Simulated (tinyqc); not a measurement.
Worked calculation: UHF in the sto-6g basis, for H2O, spin multiplicity 1. One step of it, computed by the program tinyqc.

Question. Iteration 1: building the Fock matrix. J_ij = sum D_kl (ij|kl) with D = D(alpha) + D(beta), K_ij = sum D_kl (ik|jl) for each spin; F = H + J - K(s); E = tr D H + tr D J / 2 - 0.5 sum_s tr D(s) K(s) + E_nn.

D(alpha) at the start:
```
            1O 1s      1O 2s     1O 2px     1O 2py     1O 2pz      2H 1s      3H 1s
1O 1s    1.032492  -0.135212   0.000000   0.000000   0.048666  -0.065625  -0.065625
1O 2s   -0.135212   0.620978   0.000000   0.000000  -0.185400   0.176768   0.176768
1O 2px   0.000000   0.000000   0.848353  -0.254850   0.000000   0.305930  -0.305930
1O 2py   0.000000   0.000000  -0.254850   0.813620   0.000000   0.082841  -0.082841
1O 2pz   0.048666  -0.185400   0.000000   0.000000   0.922614   0.060659   0.060659
2H 1s   -0.065625   0.176768   0.305930   0.082841   0.060659   0.217701  -0.085801
3H 1s   -0.065625   0.176768  -0.305930  -0.082841   0.060659  -0.085801   0.217701
```

D(beta) at the start:
```
            1O 1s      1O 2s     1O 2px     1O 2py     1O 2pz      2H 1s      3H 1s
1O 1s    1.032492  -0.135212   0.000000   0.000000   0.048666  -0.065625  -0.065625
1O 2s   -0.135212   0.620978   0.000000   0.000000  -0.185400   0.176768   0.176768
1O 2px   0.000000   0.000000   0.848353   0.254850   0.000000  -0.305930   0.305930
1O 2py   0.000000   0.000000   0.254850   0.813620   0.000000   0.082841  -0.082841
1O 2pz   0.048666  -0.185400   0.000000   0.000000   0.922614   0.060659   0.060659
2H 1s   -0.065625   0.176768  -0.305930   0.082841   0.060659   0.217701  -0.085801
3H 1s   -0.065625   0.176768   0.305930  -0.082841   0.060659  -0.085801   0.217701
```

core Hamiltonian H = T + V (hartree):
```
             1O 1s      1O 2s     1O 2px     1O 2py     1O 2pz      2H 1s      3H 1s
1O 1s   -32.923353  -7.276656   0.000000   0.000000  -0.016046  -1.366120  -1.366120
1O 2s    -7.276656  -9.143175   0.000000   0.000000  -0.184227  -3.086704  -3.086704
1O 2px    0.000000   0.000000  -7.389078   0.000000   0.000000   0.000000   0.000000
1O 2py    0.000000   0.000000   0.000000  -7.512328   0.000000  -1.768040   1.768040
1O 2pz   -0.016046  -0.184227   0.000000   0.000000  -7.460825  -1.400706  -1.400706
2H 1s    -1.366120  -3.086704   0.000000  -1.768040  -1.400706  -4.657773  -1.158292
3H 1s    -1.366120  -3.086704   0.000000   1.768040  -1.400706  -1.158292  -4.657773
```

Two-electron integrals (ij|kl) in chemists' order, unique and non-zero (hartree):
```
(11|11) 4.787491    (21|11) 0.675884    (21|21) 0.121505    (22|11) 1.117379
(22|21) 0.249212    (22|22) 0.817383    (31|31) 0.025762    (32|31) 0.039145
(32|32) 0.180664    (33|11) 1.117381    (33|21) 0.249212    (33|22) 0.817382
(33|33) 0.880663    (41|41) 0.025762    (42|41) 0.039145    (42|42) 0.180664
(43|43) 0.047461    (44|11) 1.117381    (44|21) 0.249212    (44|22) 0.817382
(44|33) 0.785741    (44|44) 0.880663    (51|51) 0.025762    (52|51) 0.039145
(52|52) 0.180664    (53|53) 0.047461    (54|54) 0.047461    (55|11) 1.117381
(55|21) 0.249212    (55|22) 0.817382    (55|33) 0.785741    (55|44) 0.785741
(55|55) 0.880663    (61|11) 0.134284    (61|21) 0.023143    (61|22) 0.046446
(61|33) 0.046347    (61|41) 0.000901    (61|42) 0.001763    (61|44) 0.046536
(61|51) 0.000688    (61|52) 0.001345    (61|54) 0.000144    (61|55) 0.046457
(61|61) 0.004493    (62|11) 0.333260    (62|21) 0.075401    (62|22) 0.274679
(62|33) 0.270070    (62|41) 0.004808    (62|42) 0.035818    (62|44) 0.278810
(62|51) 0.003669    (62|52) 0.027328    (62|54) 0.006668    (62|55) 0.275158
(62|61) 0.014447    (62|62) 0.115923    (63|31) 0.008287    (63|32) 0.046949
(63|43) 0.007351    (63|53) 0.005609    (63|63) 0.016190    (64|11) 0.193909
(64|21) 0.044487    (64|22) 0.172837    (64|33) 0.165107    (64|41) 0.010755
(64|42) 0.068105    (64|44) 0.185174    (64|51) 0.001883    (64|52) 0.016142
(64|54) 0.009702    (64|55) 0.168230    (64|61) 0.008903    (64|62) 0.088676
(64|64) 0.083254    (65|11) 0.147947    (65|21) 0.033942    (65|22) 0.131870
(65|33) 0.125972    (65|41) 0.001883    (65|42) 0.016142    (65|44) 0.130065
(65|51) 0.009723    (65|52) 0.059264    (65|54) 0.010474    (65|55) 0.139572
(65|61) 0.006793    (65|62) 0.067657    (65|64) 0.051167    (65|65) 0.055230
(66|11) 0.483959    (66|21) 0.111536    (66|22) 0.465406    (66|33) 0.447039
(66|41) 0.009030    (66|42) 0.092565    (66|44) 0.481865    (66|51) 0.006890
(66|52) 0.070624    (66|54) 0.026571    (66|55) 0.467312    (66|61) 0.021577
(66|62) 0.251571    (66|64) 0.219554    (66|65) 0.167513    (66|66) 0.774999
(71|11) 0.134284    (71|21) 0.023143    (71|22) 0.046446    (71|33) 0.046347
(71|41) -0.000901   (71|42) -0.001763   (71|44) 0.046536    (71|51) 0.000688
(71|52) 0.001345    (71|54) -0.000144   (71|55) 0.046457    (71|61) 0.004425
(71|62) 0.013952    (71|64) 0.007850    (71|65) 0.006563    (71|66) 0.020587
(71|71) 0.004493    (72|11) 0.333260    (72|21) 0.075401    (72|22) 0.274679
(72|33) 0.270070    (72|41) -0.004808   (72|42) -0.035818   (72|44) 0.278810
(72|51) 0.003669    (72|52) 0.027328    (72|54) -0.006668   (72|55) 0.275158
(72|61) 0.013952    (72|62) 0.092789    (72|64) 0.049185    (72|65) 0.052632
(72|66) 0.163277    (72|71) 0.014447    (72|72) 0.115923    (73|31) 0.008287
(73|32) 0.046949    (73|43) -0.007351   (73|53) 0.005609    (73|63) 0.012512
(73|73) 0.016190    (74|11) -0.193909   (74|21) -0.044487   (74|22) -0.172837
(74|33) -0.165107   (74|41) 0.010755    (74|42) 0.068105    (74|44) -0.185174
(74|51) -0.001883   (74|52) -0.016142   (74|54) 0.009702    (74|55) -0.168230
(74|61) -0.007850   (74|62) -0.049185   (74|64) -0.014136   (74|65) -0.027310
(74|66) -0.077958   (74|71) -0.008903   (74|72) -0.088676   (74|74) 0.083254
(75|11) 0.147947    (75|21) 0.033942    (75|22) 0.131870    (75|33) 0.125972
(75|41) -0.001883   (75|42) -0.016142   (75|44) 0.130065    (75|51) 0.009723
(75|52) 0.059264    (75|54) -0.010474   (75|55) 0.139572    (75|61) 0.006563
(75|62) 0.052632    (75|64) 0.027310    (75|65) 0.041869    (75|66) 0.101064
(75|71) 0.006793    (75|72) 0.067657    (75|74) -0.051167   (75|75) 0.055230
(76|11) 0.114844    (76|21) 0.026249    (76|22) 0.103579    (76|33) 0.101223
(76|44) 0.103237    (76|51) 0.002015    (76|52) 0.017771    (76|55) 0.106277
(76|61) 0.004973    (76|62) 0.043303    (76|64) 0.028694    (76|65) 0.028430
(76|66) 0.097371    (76|71) 0.004973    (76|72) 0.043303    (76|74) -0.028694
(76|75) 0.028430    (76|76) 0.020085    (77|11) 0.483959    (77|21) 0.111536
(77|22) 0.465406    (77|33) 0.447039    (77|41) -0.009030   (77|42) -0.092565
(77|44) 0.481865    (77|51) 0.006890    (77|52) 0.070624    (77|54) -0.026571
(77|55) 0.467312    (77|61) 0.020587    (77|62) 0.163277    (77|64) 0.077958
(77|65) 0.101064    (77|66) 0.308844    (77|71) 0.021577    (77|72) 0.251571
(77|74) -0.219554   (77|75) 0.167513    (77|76) 0.097371    (77|77) 0.774999
```

nuclear repulsion = 8.24989900 hartree

Give: Coulomb J; exchange K(alpha); exchange K(beta); F(alpha); F(beta); total energy of this density.

Answer.

Coulomb J (hartree):
```
         1O 1s  1O 2s  1O 2px  1O 2py  1O 2pz  2H 1s   3H 1s
1O 1s   17.667  3.156   0.000   0.000  -0.008  0.605   0.605
1O 2s    3.156  8.325   0.000   0.000   0.006  2.769   2.769
1O 2px   0.000  0.000   8.293   0.000   0.000  0.000   0.000
1O 2py   0.000  0.000   0.000   8.344   0.000  1.735  -1.735
1O 2pz  -0.008  0.006   0.000   0.000   8.339  1.330   1.330
2H 1s    0.605  2.769   0.000   1.735   1.330  4.755   1.044
3H 1s    0.605  2.769   0.000  -1.735   1.330  1.044   4.755
```

exchange K(alpha) (hartree):
```
        1O 1s   1O 2s  1O 2px  1O 2py  1O 2pz  2H 1s   3H 1s
1O 1s   4.885   0.788   0.000   0.000   0.004  0.158   0.158
1O 2s   0.788   1.260   0.000   0.000  -0.055  0.497   0.497
1O 2px  0.000   0.000   0.997  -0.107   0.000  0.063  -0.063
1O 2py  0.000   0.000  -0.107   1.077   0.000  0.296  -0.296
1O 2pz  0.004  -0.055   0.000   0.000   1.113  0.211   0.211
2H 1s   0.158   0.497   0.063   0.296   0.211  0.493   0.169
3H 1s   0.158   0.497  -0.063  -0.296   0.211  0.169   0.493
```

exchange K(beta) (hartree):
```
        1O 1s   1O 2s  1O 2px  1O 2py  1O 2pz   2H 1s   3H 1s
1O 1s   4.885   0.788   0.000   0.000   0.004   0.158   0.158
1O 2s   0.788   1.260   0.000   0.000  -0.055   0.497   0.497
1O 2px  0.000   0.000   0.997   0.107   0.000  -0.063   0.063
1O 2py  0.000   0.000   0.107   1.077   0.000   0.296  -0.296
1O 2pz  0.004  -0.055   0.000   0.000   1.113   0.211   0.211
2H 1s   0.158   0.497  -0.063   0.296   0.211   0.493   0.169
3H 1s   0.158   0.497   0.063  -0.296   0.211   0.169   0.493
```

F(alpha) (hartree):
```
          1O 1s   1O 2s  1O 2px  1O 2py  1O 2pz   2H 1s   3H 1s
1O 1s   -20.141  -4.909   0.000   0.000  -0.028  -0.919  -0.919
1O 2s    -4.909  -2.078   0.000   0.000  -0.123  -0.814  -0.814
1O 2px    0.000   0.000  -0.093   0.107   0.000  -0.063   0.063
1O 2py    0.000   0.000   0.107  -0.245   0.000  -0.328   0.328
1O 2pz   -0.028  -0.123   0.000   0.000  -0.235  -0.282  -0.282
2H 1s    -0.919  -0.814  -0.063  -0.328  -0.282  -0.396  -0.283
3H 1s    -0.919  -0.814   0.063   0.328  -0.282  -0.283  -0.396
```

F(beta) (hartree):
```
          1O 1s   1O 2s  1O 2px  1O 2py  1O 2pz   2H 1s   3H 1s
1O 1s   -20.141  -4.909   0.000   0.000  -0.028  -0.919  -0.919
1O 2s    -4.909  -2.078   0.000   0.000  -0.123  -0.814  -0.814
1O 2px    0.000   0.000  -0.093  -0.107   0.000   0.063  -0.063
1O 2py    0.000   0.000  -0.107  -0.245   0.000  -0.328   0.328
1O 2pz   -0.028  -0.123   0.000   0.000  -0.235  -0.282  -0.282
2H 1s    -0.919  -0.814   0.063  -0.328  -0.282  -0.396  -0.283
3H 1s    -0.919  -0.814  -0.063   0.328  -0.282  -0.283  -0.396
```

total energy of this density = -75.20741 hartree
